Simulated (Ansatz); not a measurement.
Basis-set extrapolation for `F[CH2][AlH2]` (PBE0-D4/def2-TZVP geometry, frozen core, Ansatz). Multiplicity 1, RHF reference.

|  | def2-TZVPP | def2-QZVPP |
| --- | --- | --- |
| HF | -381.584469 | -381.598195 |
| MP2 correlation | -0.504473 | -0.546445 |
| CCSD(T) correlation | -0.550495 | not run |

Energies in hartree. Use E(X) = E(∞) + A·exp(−7.88·√X) for Hartree–Fock and E(X) = E(∞) + B·X^(−2.97) for correlation, with X = 3 and 4, and add CCSD(T) minus MP2 of the smaller set to the MP2 limit.

Q: What is the CCSD(T) energy at the basis-set limit?

A: HF limit: -381.598195 + (-0.013726) × 0.13774 = -381.60009. MP2 limit: -0.546445 + (-0.041972) × 0.74074 = -0.57754. Higher-order term: -0.550495 − (-0.504473) = -0.04602. Total: -382.22365 hartree, 232.8 kJ/mol below CCSD(T)/def2-TZVPP.
